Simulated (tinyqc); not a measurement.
Inside a calculation. Method: extended Hueckel theory, for NH3. One step of it, computed by the program tinyqc.

Task: Wolfsberg-Helmholz matrix. H_ij = K' S_ij (H_ii + H_jj)/2 for i != j (the diagonal keeps H_ii), with K' = K + D^2 + D^4 (1 - K), D = (H_ii - H_jj)/(H_ii + H_jj), K = 1.5.

overlap S, order 1N 2s, 1N 2px, 1N 2py, 1N 2pz, 2H 1s, 3H 1s, 4H 1s:
$$\begin{pmatrix}
1.000000 & 0.000000 & 0.000000 & 0.000000 & 0.461560 & 0.461609 & 0.461609 \\
0.000000 & 1.000000 & 0.000000 & 0.000000 & 0.408438 & -0.204249 & -0.204249 \\
0.000000 & 0.000000 & 1.000000 & 0.000000 & 0.000000 & 0.353730 & -0.353730 \\
0.000000 & 0.000000 & 0.000000 & 1.000000 & -0.136695 & -0.136715 & -0.136715 \\
0.461560 & 0.408438 & 0.000000 & -0.136695 & 1.000000 & 0.163886 & 0.163886 \\
0.461609 & -0.204249 & 0.353730 & -0.136715 & 0.163886 & 1.000000 & 0.163925 \\
0.461609 & -0.204249 & -0.353730 & -0.136715 & 0.163886 & 0.163925 & 1.000000
\end{pmatrix}$$

diagonal H_ii (eV): 1N 2s -26.000000, 1N 2px -13.400000, 1N 2py -13.400000, 1N 2pz -13.400000, 2H 1s -13.600000, 3H 1s -13.600000, 4H 1s -13.600000

K = 1.500000

Give: H.

Result:

H (eV), order 1N 2s, 1N 2px, 1N 2py, 1N 2pz, 2H 1s, 3H 1s, 4H 1s:
$$\begin{pmatrix}
-26.0000 & 0.0000 & 0.0000 & 0.0000 & -14.5605 & -14.5620 & -14.5620 \\
0.0000 & -13.4000 & 0.0000 & 0.0000 & -8.2712 & 4.1362 & 4.1362 \\
0.0000 & 0.0000 & -13.4000 & 0.0000 & 0.0000 & -7.1633 & 7.1633 \\
0.0000 & 0.0000 & 0.0000 & -13.4000 & 2.7682 & 2.7686 & 2.7686 \\
-14.5605 & -8.2712 & 0.0000 & 2.7682 & -13.6000 & -3.3433 & -3.3433 \\
-14.5620 & 4.1362 & -7.1633 & 2.7686 & -3.3433 & -13.6000 & -3.3441 \\
-14.5620 & 4.1362 & 7.1633 & 2.7686 & -3.3433 & -3.3441 & -13.6000
\end{pmatrix}$$
